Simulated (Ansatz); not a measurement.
Born–Oppenheimer molecular dynamics of CH₆BCl (9 atoms, charge 0, multiplicity 1). It starts at the highest image of a converged band, a first-order saddle point between two minima.

These are results of Ansatz, RKS PBE0-D4/cc-pVDZ, not measurements.

```json
{
 "ensemble": "NVE (velocity Verlet)",
 "time step": "0.5 fs",
 "steps asked": "200",
 "starting velocities drawn for": "100 K",
 "seed": "7089"
}
```

Frames 5 fs apart, positions in Å, forces in eV/Å.

Velocities at 20 fs (Å/ps):

```
B -0.44 -1.94 -6.86
Cl -0.27 0.47 1.86
H 9.12 12.62 5.89
C 0.00 0.32 -0.47
H 0.10 -0.59 -2.69
H -1.22 11.08 2.11
H -7.51 -2.12 5.15
H 11.47 -14.76 -5.84
H 2.09 -5.70 9.13
```

```xyz
9
Properties=species:S:1:pos:R:3:forces:R:3 time_fs=20 energy_less_start_eV=0.003 T=97
B 0.033 -0.343 -0.156 0.37 0.74 -0.10
Cl -0.168 -0.106 2.144 0.07 -0.26 0.11
H 1.058 0.319 -0.311 -0.52 -0.31 -0.01
C -1.398 0.011 -0.680 0.47 -0.66 -0.39
H -2.180 -0.592 -0.201 -0.13 -0.05 -0.13
H -1.654 1.060 -0.612 -0.07 0.60 0.10
H -1.359 -0.236 -1.766 -0.21 -0.02 0.21
H 0.277 -1.538 0.051 0.05 -0.39 -0.14
H 0.071 -1.169 1.260 -0.03 0.34 0.35
9
Properties=species:S:1:pos:R:3:forces:R:3 time_fs=25 energy_less_start_eV=-0.023 T=126
B 0.039 -0.349 -0.190 0.29 -0.70 0.06
Cl -0.169 -0.105 2.153 -0.01 -0.01 0.38
H 1.026 0.335 -0.285 -0.07 0.02 -0.14
C -1.396 0.012 -0.683 -0.19 0.45 0.07
H -2.191 -0.595 -0.222 0.04 0.11 0.04
H -1.649 1.101 -0.597 0.17 -0.68 -0.05
H -1.415 -0.250 -1.752 -0.02 0.05 -0.29
H 0.323 -1.595 0.001 -0.28 0.79 -0.18
H 0.078 -1.159 1.343 0.04 -0.03 0.10
9
Properties=species:S:1:pos:R:3:forces:R:3 time_fs=30 energy_less_start_eV=-0.049 T=155
B 0.048 -0.366 -0.224 -0.52 0.44 -0.42
Cl -0.170 -0.104 2.166 -0.09 0.34 0.64
H 0.985 0.362 -0.289 0.33 0.31 -0.14
C -1.395 0.016 -0.689 0.04 -0.90 -0.58
H -2.198 -0.581 -0.233 0.01 -0.01 0.20
H -1.622 1.065 -0.585 -0.19 0.76 0.02
H -1.475 -0.246 -1.774 0.19 0.21 0.25
H 0.320 -1.524 -0.084 0.12 -0.72 0.12
H 0.096 -1.163 1.449 0.11 -0.43 -0.08
9
Properties=species:S:1:pos:R:3:forces:R:3 time_fs=35 energy_less_start_eV=-0.080 T=189
B 0.050 -0.375 -0.266 0.54 0.51 -0.31
Cl -0.172 -0.101 2.182 0.14 -0.51 0.05
H 0.992 0.432 -0.325 -0.51 -0.58 -0.04
C -1.396 0.011 -0.701 -0.41 0.86 0.34
H -2.197 -0.563 -0.206 0.11 0.00 -0.01
H -1.617 1.107 -0.577 0.15 -0.73 -0.08
H -1.499 -0.205 -1.772 0.06 -0.07 -0.36
H 0.334 -1.566 -0.148 0.03 0.11 0.11
H 0.133 -1.232 1.553 -0.10 0.42 0.31
9
Properties=species:S:1:pos:R:3:forces:R:3 time_fs=40 energy_less_start_eV=-0.087 T=197
B 0.059 -0.376 -0.316 -0.56 -1.17 -0.15
Cl -0.173 -0.100 2.199 -0.05 0.31 0.37
H 0.930 0.412 -0.374 0.71 0.41 -0.08
C -1.403 0.015 -0.712 0.19 -0.60 -0.42
H -2.179 -0.552 -0.180 -0.07 -0.15 -0.17
H -1.595 1.067 -0.578 -0.17 0.84 0.12
H -1.506 -0.174 -1.811 -0.02 -0.10 0.40
H 0.356 -1.598 -0.187 -0.15 0.84 0.01
H 0.157 -1.246 1.711 0.11 -0.39 -0.08
9
Properties=species:S:1:pos:R:3:forces:R:3 time_fs=45 energy_less_start_eV=-0.108 T=220
B 0.060 -0.390 -0.369 -0.03 1.72 -0.22
Cl -0.174 -0.099 2.218 0.17 -0.40 0.05
H 0.971 0.436 -0.441 -0.30 -0.36 -0.04
C -1.407 0.016 -0.726 0.09 0.86 0.50
H -2.171 -0.569 -0.191 -0.04 -0.01 -0.16
H -1.595 1.114 -0.567 0.05 -0.77 -0.12
H -1.518 -0.167 -1.802 -0.14 -0.11 -0.37
H 0.359 -1.506 -0.215 0.31 -1.28 0.18
H 0.195 -1.305 1.871 -0.11 0.35 0.18
9
Properties=species:S:1:pos:R:3:forces:R:3 time_fs=50 energy_less_start_eV=-0.145 T=260
B 0.061 -0.382 -0.425 0.40 -0.82 0.31
Cl -0.174 -0.099 2.237 0.05 0.07 0.13
H 0.976 0.407 -0.519 -0.05 -0.01 -0.06
C -1.410 0.026 -0.736 0.06 -1.03 -0.63
H -2.172 -0.592 -0.236 0.03 0.05 0.05
H -1.598 1.073 -0.572 -0.25 0.79 0.07
H -1.555 -0.178 -1.830 0.10 0.17 0.33
H 0.399 -1.583 -0.218 -0.37 0.86 -0.23
H 0.217 -1.316 2.058 0.02 -0.08 0.03
9
Properties=species:S:1:pos:R:3:forces:R:3 time_fs=55 energy_less_start_eV=-0.175 T=293
B 0.067 -0.385 -0.476 -0.28 -0.13 0.20
Cl -0.173 -0.099 2.258 0.13 -0.13 0.06
H 0.975 0.379 -0.612 0.24 0.32 -0.06
C -1.412 0.026 -0.753 -0.16 0.59 0.17
H -2.170 -0.605 -0.269 0.00 0.02 0.20
H -1.639 1.111 -0.576 0.14 -0.72 -0.13
H -1.576 -0.160 -1.825 0.06 0.07 -0.42
H 0.376 -1.536 -0.263 -0.08 -0.15 -0.05
H 0.240 -1.329 2.260 -0.05 0.14 0.03
9
Properties=species:S:1:pos:R:3:forces:R:3 time_fs=60 energy_less_start_eV=-0.168 T=286
B 0.070 -0.388 -0.523 0.12 0.92 -0.17
Cl -0.172 -0.101 2.279 0.15 -0.22 0.07
H 1.004 0.404 -0.714 -0.48 -0.37 0.15
C -1.417 0.029 -0.771 -0.06 -0.75 -0.48
H -2.162 -0.611 -0.266 0.12 0.04 -0.09
H -1.664 1.067 -0.596 -0.03 0.69 0.17
H -1.579 -0.121 -1.872 0.10 -0.03 0.31
H 0.337 -1.529 -0.317 0.17 -0.54 0.08
H 0.254 -1.315 2.464 -0.08 0.23 -0.04
9
Properties=species:S:1:pos:R:3:forces:R:3 time_fs=65 energy_less_start_eV=-0.128 T=242
B 0.072 -0.378 -0.573 -0.53 -1.48 0.22
Cl -0.170 -0.103 2.300 -0.01 0.19 -0.01
H 0.961 0.376 -0.788 0.48 0.35 0.02
C -1.422 0.026 -0.795 0.12 0.80 0.30
H -2.139 -0.615 -0.273 -0.17 -0.15 -0.07
H -1.679 1.097 -0.593 0.26 -0.54 -0.06
H -1.567 -0.090 -1.883 -0.11 -0.16 -0.22
H 0.329 -1.605 -0.362 -0.11 1.14 -0.19
H 0.254 -1.262 2.664 0.07 -0.15 0.00
9
Properties=species:S:1:pos:R:3:forces:R:3 time_fs=70 energy_less_start_eV=-0.128 T=242
B 0.065 -0.389 -0.620 -0.22 1.39 -0.39
Cl -0.168 -0.104 2.322 0.18 -0.34 0.22
H 0.982 0.394 -0.848 -0.27 -0.19 0.18
C -1.426 0.031 -0.816 0.14 -0.54 -0.09
H -2.141 -0.640 -0.304 0.06 0.16 -0.19
H -1.653 1.071 -0.594 -0.11 0.44 0.07
H -1.574 -0.091 -1.917 -0.05 -0.01 0.20
H 0.314 -1.506 -0.434 0.41 -1.29 0.24
H 0.260 -1.219 2.854 -0.13 0.38 -0.24
9
Properties=species:S:1:pos:R:3:forces:R:3 time_fs=75 energy_less_start_eV=-0.144 T=259
B 0.055 -0.384 -0.672 0.44 -0.89 0.16
Cl -0.164 -0.107 2.344 -0.13 0.38 -0.16
H 0.967 0.389 -0.871 -0.07 0.04 0.07
C -1.427 0.031 -0.837 0.01 0.38 -0.02
H -2.145 -0.643 -0.365 -0.18 -0.06 0.22
H -1.638 1.093 -0.589 -0.03 -0.36 -0.16
H -1.596 -0.094 -1.927 0.00 0.15 -0.10
H 0.362 -1.577 -0.475 -0.20 0.69 -0.15
H 0.248 -1.121 3.007 0.15 -0.33 0.14
```

Of the whole run (100 fs, mean temperature of the second half 244 K): The conserved energy stayed within 0.09 meV per atom of its start (net change 0.013 meV per atom), so the integration is sound. The kinetic energy rose, since the run started high on the potential surface and went downhill. It ends in pieces (CH5B + ClH), so much of that is their flight and rotation, not heat. A run of 0.1 ps of so small a system gives no equilibrium averages. The orbitals stay closed-shell, which can raise the energy where a bond breaks towards radicals; this wasn't checked here.

Time of the run: 8.6 min on 1 thread of Arm Neoverse V1, on a shared host, peak memory 0.14 GiB.
